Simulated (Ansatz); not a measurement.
For zinc-blende AgI (metastable phase), PBE-D4 (Ansatz, a program for electronic structure, plane waves, PAW) gives:

```
Property                                 Value
------------------------------  --------------
equilibrium lattice constant a         6.493 Å
formation enthalpy              -0.167 eV/atom
```

### Question
What does HSE06 (Ansatz, PAW) give for the same quantities?

### Answer

- lattice constant a: 6.618 Å (goes up by 1.9 %)
- formation enthalpy: -0.423 eV/atom (moves by -0.256 eV/atom)

For comparison: lattice constant a 6.499 Å (measured, temperature not stated, no zero-point or thermal correction; as tabulated in Jana et al. (2018), arXiv:1803.03840).

Changes are worked out from the printed values.

Unless a cell is named, each level is at its own relaxed cell (PBE-D4 34.21, HSE06 36.23 Å³/atom).

Levels without +SOC leave out spin–orbit coupling, which shifts energies and cells of such heavy elements.

Caveats: hybrids on metals are sensitive to the k mesh and can open a false gap (HSE06). Ansatz's density-functional and Hartree–Fock values are scalar-relativistic unless marked +SOC, with PAW data made under PBE.
